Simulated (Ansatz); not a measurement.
# CH5Al (AlH2Me) at CCSDTQ/STO-3G

What is the vertical singlet–triplet gap of CH5Al (AlH2Me) at CCSDTQ/STO-3G? 

The calculation is run with Ansatz 0.2.0.

56 further runs of the same task are left out: 2 that didn't finish, 54 set aside as unsound or not needed.

## 1. The molecule

The species is CH5Al (7 atoms), meant as a singlet with charge 0. As SMILES, `[H][Al]([H])[CH3]`. The shape comes from GFN2-xTB, which is rough for such elements, and wasn't checked as a minimum.

Bond lengths: Al1–C4 1.985 Å, Al1–H2 1.551 Å, Al1–H3 1.551 Å, C4–H5 1.097 Å, C4–H6 1.098 Å, C4–H7 1.098 Å. Angles: Al1–C4–H5 113.2°, Al1–C4–H6 112.2°, Al1–C4–H7 112.2°, H2–Al1–C4 123.8°, H3–Al1–C4 123.7°, H5–C4–H6 106.1°, H5–C4–H7 105.9°, H6–C4–H7 106.7°, H2–Al1–H3 112.5°.

## 2. A single-point energy at CCSDTQ/STO-3G

Contents of molecule.yaml:

```yaml
crystal:
  periodic: [false, false, false]
  atoms:
    - symbol: Al
      position_ang: [0.532240, 0.925980, -0.002840]
    - symbol: H
      position_ang: [2.079610, 1.030730, 0.039470]
    - symbol: H
      position_ang: [-0.157080, 2.315610, -0.032820]
    - symbol: C
      position_ang: [-0.456800, -0.794540, -0.002750]
    - symbol: H
      position_ang: [-0.578610, -1.223840, -1.005100]
    - symbol: H
      position_ang: [-1.469240, -0.690290, 0.408830]
    - symbol: H
      position_ang: [0.049890, -1.563640, 0.595200]
basis:
  gaussian:
    orbitals: STO-3G
correlation:
  method: ccsdtq
  frozen_orbitals: {Al: 5, C: 1, H: 0}
accuracy: high
scf:
  omitted_lower_state_checks: [cluster_reference, increment]
```

Command:

```
ansatz run molecule.yaml --threads 1 --pin off --max-ram 2610MiB --events-out events.jsonl --progress --plain --runs-dir runs
```

Log, shortened:

```text
Warning: RAYON_NUM_THREADS=1 ignored (pool sized by the plan → 1); use --threads N
Functional definition: HF
  name "HF"
[...]
336 factors; integrals over basis functions are off by at most 1.4e-8 eV
[...]
mean field -7600.70438214 eV, -279.3207341012 hartree, gradient 7.7e-8 eV, S^2 0.000000; 0 other end points of the search recorded, 0 dependent functions left out
6 core orbitals not correlated: weight in the atoms' cores, before any rotation towards them, 0.999 or more for the frozen orbitals, at most 0.000 for the correlated occupied ones
reference -7600.70438214 eV, -279.3207341012 hartree; 6, 6 occupied and 7, 7 virtual orbitals, 336 factors
second order -2.30980377 eV of doubles, -0.00000000 eV of singles
cycle   1  -2.88019754 eV  change   -5.7e-1 eV  update   6.0e-2
[...]
cycle  19  -3.21409334 eV  change  -4.4e-10 eV  update   1.4e-9
Total energy: -7603.91847548 eV, -279.4388498529 hartree
Checks for a lower state left out: cluster_reference, increment
```

Run time: 2.8 s. Hardware: 1 thread of Arm Neoverse V2, shared host; peak memory 0.1 GiB.

## 3. The triplet, same level

Contents of input.yaml:

```yaml
crystal:
  periodic: [false, false, false]
  atoms:
    - symbol: Al
      position_ang: [0.532240, 0.925980, -0.002840]
    - symbol: H
      position_ang: [2.079610, 1.030730, 0.039470]
    - symbol: H
      position_ang: [-0.157080, 2.315610, -0.032820]
    - symbol: C
      position_ang: [-0.456800, -0.794540, -0.002750]
    - symbol: H
      position_ang: [-0.578610, -1.223840, -1.005100]
    - symbol: H
      position_ang: [-1.469240, -0.690290, 0.408830]
    - symbol: H
      position_ang: [0.049890, -1.563640, 0.595200]
basis:
  gaussian:
    orbitals: STO-3G
magnetization:
  spin_polarized: true
  initial_magnetization: 2
correlation:
  method: ccsdtq
  frozen_orbitals: {Al: 5, C: 1, H: 0}
accuracy: high
scf:
  omitted_lower_state_checks: [cluster_reference, increment]
```

Command:

```
ansatz run input.yaml --threads 1 --pin off --max-ram 2610MiB --events-out events.jsonl --progress --plain --runs-dir runs
```

Log, shortened:

```text
Warning: RAYON_NUM_THREADS=1 ignored (pool sized by the plan → 1); use --threads N
Functional definition: HF
  name "HF"
[...]
336 factors; integrals over basis functions are off by at most 1.4e-8 eV
[...]
mean field -7592.31161884 eV, -279.0123057386 hartree, gradient 2.8e-8 eV, S^2 2.064637; 7 other end points of the search recorded, 0 dependent functions left out
6 core orbitals not correlated: weight in the atoms' cores, before any rotation towards them, 0.999 or more for the frozen orbitals, at most 0.000 for the correlated occupied ones
reference -7592.31161884 eV, -279.0123057386 hartree; 7, 5 occupied and 6, 8 virtual orbitals, 336 factors
second order -2.15553055 eV of doubles, -0.00000000 eV of singles
cycle   1  -2.77173010 eV  change   -6.2e-1 eV  update   7.5e-2
[...]
cycle  40  -3.31336056 eV  change   2.3e-10 eV  update   1.4e-9
Total energy: -7595.62497940 eV, -279.1340694934 hartree
Checks for a lower state left out: cluster_reference, increment
```

Wall time 30 s (1 thread of Arm Neoverse V2, shared host); peak memory 0.23 GiB.

## 4. Outcome

At CCSDTQ/STO-3G, 6 core orbitals frozen:

| quantity | value |
| --- | --- |
| singlet: total energy | -279.43885 Eh |
| singlet: correlation energy (6 core orbitals frozen) | -118.1 mEh |
| singlet: T1 diagnostic | 0.006 |
| triplet: total energy | -279.13407 Eh |
| triplet: correlation energy (6 core orbitals frozen) | -121.8 mEh |
| triplet: ⟨S²⟩ of the reference determinant | 2.065 |
| triplet: T1 diagnostic | 0.016 |
| vertical energy of the triplet above the singlet | 8.293 eV |

In words: At this shape the triplet lies 8.29 eV (800 kJ/mol) above the singlet. In a minimal basis such a difference can be off by several eV, whatever the method.
